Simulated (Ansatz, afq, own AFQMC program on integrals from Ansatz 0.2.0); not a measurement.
Two steps: Ansatz 0.2.0 writes the Fock matrix and Cholesky factors of the valence space, and afq projects on them the lowest state that overlaps trial and start.

```yaml
crystal:
  periodic: [false, false, false]
  atoms:
    - {symbol: F, position_ang: [0.000000, 0.000000, 0.000000]}
basis:
  gaussian: {orbitals: aug-cc-pVDZ}
magnetization: {spin_polarized: true, initial_magnetization: 1}
correlation: {method: ccsd_t, electrons: outside_noble_gas, hamiltonian_folder: ham}
```

```sh
$ ansatz run in.yaml --threads 1 --pin off --events-out ev --progress --plain --max-ram 24576MiB --backend cuda --devices 0, --max-vram 18GiB
```

Options of the walk:

```
--method phaseless --trial hf --walkers 4000 --populations 20 --least-time 40 --time-step 0.005 --steps-per-block 20 --equilibration-blocks 112 --max-blocks 4000 --target-error 0.0008 --factor-cut 1e-05 --start spin_pure --seed 2938 --taylor-order 6
```

Times are imaginary, in 1/Eh. The walk had a cap of 49 s. With eight or more populations the least sampling time is a fifth of least-time, and the error comes from their spread.

Log:

```
orbitals 22  electrons 4 3  factors 120 of 122
reference energy -99.38109177 Eh
CCSD correlation -0.16665558 Eh in 9 cycles, weight of the determinant in the CISD state 0.9643
energy of the start -99.381182 Eh
 block  time / (1/Eh)  mean weight  energy / Eh
     1     0.100  1.0014  -99.452340
     2     0.200  1.0018  -99.488002
     3     0.300  1.0015  -99.511170
     4     0.400  1.0015  -99.524583
     5     0.500  1.0010  -99.532374
     8     0.800  1.0007  -99.545566
    13     1.300  0.9998  -99.549578
    25     2.500  1.0000  -99.552620
    37     3.700  1.0000  -99.549020
    45     4.500  1.0000  -99.555323
    49     4.900  1.0001  -99.549695
    53     5.300  0.9998  -99.540969
    61     6.100  1.0000  -99.552549
    73     7.300  0.9997  -99.551100
    85     8.500  1.0001  -99.548489
    97     9.700  0.9998  -99.546260
   109    10.900  1.0003  -99.548002
   121    12.100  1.0005  -99.549986
   133    13.300  1.0004  -99.545798
   145    14.500  1.0005  -99.544290
   157    15.700  1.0001  -99.547109
   169    16.900  1.0000  -99.550703
   181    18.100  0.9998  -99.548794
   189    18.900  1.0000  -99.547207
error from the spread of 20 populations
energy -99.547755 +/- 0.000749 Eh
(rows thinned)
```

The run passed its tests (sampling time, drift between the halves within three errors, error under three times the target), which doesn't prove that it has relaxed. The second half of the sampling lies below the first by 1.6 errors of their difference, so the energy may still be moving and its error bar be too small.

Against this walk (error 20.4 meV) on the same determinant: CCSD(T) 62.9 meV lower, CCSDT(Q) 70.7 meV lower, CCSDTQ 70.7 meV lower, full CI 70.7 meV lower, a separate phaseless walk with a CISD trial and standard settings 67.2 ± 20.5 meV lower. The error is statistical and leaves out the bias of the constraint. Full CI is exact here, so the walk's 71 meV above it is the walk's own error: the bias of the constraint with this trial, or a walk that hasn't relaxed.

Cautions: constraint bias not in the error.

The walk took 17 s on 1 × NVIDIA H100 80GB HBM3 with 2 threads of AMD EPYC 7R13 Processor (Zen 3), on a shared host (the card was shared). The log's last line is the phaseless energy.

CCSDT and higher add their correlation energy to the determinant of the CCSD(T) run, since their own runs factorise the integrals more tightly (a shift of under 2 meV). A walk keeps the symmetry of its determinant, which the program's search chose and which needn't be the lowest solution, so a lower state of the same spin and another symmetry isn't excluded.
